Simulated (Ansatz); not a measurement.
Rock-salt GdN, treated with PBE (PAW; Ansatz, a first-principles code).

Settings: plane-wave cutoff 520 eV, 12×12×12 k mesh, Fermi–Dirac smearing 0.01 eV, spin-polarised with parallel moments, scalar-relativistic PAW data made under PBE.

Computed at the level's own relaxed cell.

Task: Estimate the equilibrium volume per atom, bulk modulus B0, pressure derivative B′ of the bulk modulus and lattice constant a that the calculation returns.

Result: 
* **equilibrium volume per atom**: 15.48 Å³/atom
* **bulk modulus B0**: 147 GPa
* **pressure derivative B′ of the bulk modulus**: 4.1
* **lattice constant a**: 4.984 Å

The run finds no gap.

Measured, for comparison: equilibrium volume per atom 15.38 Å³/atom (temperature not stated, no zero-point or thermal correction; as tabulated in Natali et al. (2013), arXiv:1208.2410); bulk modulus 192 ± 35 GPa (temperature not stated, no zero-point or thermal correction; as tabulated in Doll (2008), arXiv:0801.3152); lattice constant a 4.974 Å (temperature not stated, no zero-point or thermal correction, our sources range from 4.974 to 4.990; as tabulated in Natali et al. (2013), arXiv:1208.2410). Computed (rounded) less measured: equilibrium volume per atom +0.7 %, bulk modulus -23 %, lattice constant a +0.2 % (inside the range of the sources held).

Note: the 4f shell is treated without U or exact exchange, so its levels and filling can be wrong.

Spin–orbit coupling is not included; it can open a gap where bands touch, and shift volumes and moduli.

Computed values are for the static lattice.

Computing time: roughly 90 core-seconds.
